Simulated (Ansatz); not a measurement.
Energy needed to pull apart CH$_{8}$Si$_{2}$ (SMILES [SiH3]C[SiH3]), closed shell, into free ground-state atoms, from the structure below (displaced at random from its PBE0-D4/def2-TZVP minimum); no zero-point or spin–orbit terms; open-shell atoms are treated unrestricted, in their ground-state multiplicity.

```xyz
11
angstrom
Si -1.1545 1.0218 -0.3490
C -0.2699 -0.6224 -0.3921
Si 1.3642 -0.6396 0.5667
H -2.4260 0.9397 -1.1391
H -0.2717 2.0849 -0.9862
H -1.4738 1.4480 1.0615
H -0.9059 -1.4112 0.0788
H -0.1030 -0.8949 -1.4243
H 1.1454 -0.3372 2.0045
H 2.2753 0.3191 0.0065
H 1.9347 -1.9631 0.5099
```

Program: Ansatz 0.2.0. Basis: def2-TZVPP. Cores are frozen in the correlated methods.

```json
{"method": "PBE-D4", "atomization energy (kJ/mol)": "?"}
{"method": "r2SCAN-D4", "atomization energy (kJ/mol)": "3499"}
{"method": "PBE0-D4", "atomization energy (kJ/mol)": "3468"}
{"method": "wB97M-V", "atomization energy (kJ/mol)": "3511"}
{"method": "HF", "atomization energy (kJ/mol)": "2715"}
{"method": "MP2", "atomization energy (kJ/mol)": "?"}
{"method": "CCSD", "atomization energy (kJ/mol)": "3407"}
{"method": "CCSD(T)", "atomization energy (kJ/mol)": "3433"}
```

**Question.** What does PBE-D4 give? (Judge from chemistry; the value comes from the calculation.)

**Answer.** The calculation gives: 3469 kJ/mol, which is about 36 kJ/mol more than CCSD(T)/def2-TZVPP.

**Question.** What does MP2 give? (To be estimated.)

**Answer.** Computed: 3407 kJ/mol, which is about 26 kJ/mol less than CCSD(T)/def2-TZVPP.

In triple zeta the MP2 and coupled-cluster atomization energies are still short of their basis limit by a few kcal/mol a bond, whereas those of the functionals are nearly converged, so these differences are not deviations from converged CCSD(T).

No T1 diagnostic of these runs exceeds 0.011.

For scale, one of the runs: CCSD(T)/def2-TZVPP forces, 227 basis functions (an equivalent command: `ansatz run in.yaml --threads 4`). The run took 2.3 min on 4 CPU threads (shared host), with 7.1 GiB of host memory at its peak.
